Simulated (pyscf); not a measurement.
F–BH–F + NH₃ → HF + H₂N–BH–F, a four-centre exchange (singlet surface; B–F, H–N broken, F–H, B–N formed). Optimised with ωB97X-D3(BJ)/def2-SVP in PySCF. Correlated levels are frozen-core, on RHF or UHF. ΔMP2 is the change of the MP2 total energy from the triple- to the quadruple-zeta basis. Energies in eV from the separated reactants.

Small-basis levels: PySCF, no dispersion term, spherical d functions. AM1 to PM7: differences of heats of formation from MOPAC, which are fitted to 298 K values and so differ in kind from electronic energies by zero-point and thermal terms. Cost: rough CPU time at the saddle relative to B3LYP/6-31G*, from one job on a shared machine.

```
level                             barrier  reaction energy        cost
--------------------------------  -------  ---------------  ----------
HF/6-31G*                            1.34            +0.66        0.10
BP86/6-31G*                          0.53            +0.71           2
B3LYP/3-21G                         -0.17            +0.73           1
B3LYP/LANL2DZ                        0.00            -0.30         0.8
B3LYP/6-311+G**                      0.75            +0.15           2
AM1                                  2.39            +0.12  under 0.02
PM6                                  1.00            +0.24  under 0.02
CCSD(T)/def2-TZVPP + ΔMP2(QZVPP)     0.81            +0.28           –
```

Against the last row the barrier runs from -0.98 (B3LYP/3-21G) to +1.58 eV (AM1); B3LYP/6-311+G** happens to lie closest here (0.06 eV apart). At BP86/6-31G*, B3LYP/3-21G this geometry lies under one side, so the entry may be no barrier of that level: it is a single point on another level's saddle. CCSD(T)/def2-TZVPP + ΔMP2(QZVPP) has limits of its own. On the reactant side the descent ends in an adduct with a B–N contact, 0.79 eV under the separated species and 1.51 eV under the saddle at ωB97X-D3(BJ)/def2-TZVP. On the product side the descent ends in a complex, 0.21 eV under the separated species and 0.61 eV under the saddle at ωB97X-D3(BJ)/def2-TZVP. What is counted as formed (B–N) is already present as a longer contact in the reactant adduct; forming that adduct is a step of its own. At ωB97X-D3(BJ)/def2-TZVP the barrier from the zero used here is 0.72 eV. One saddle was located; it need not be the lowest between these sides. The CCSD(T) − MP2 part came from Ansatz, without density fitting, on the same reference.
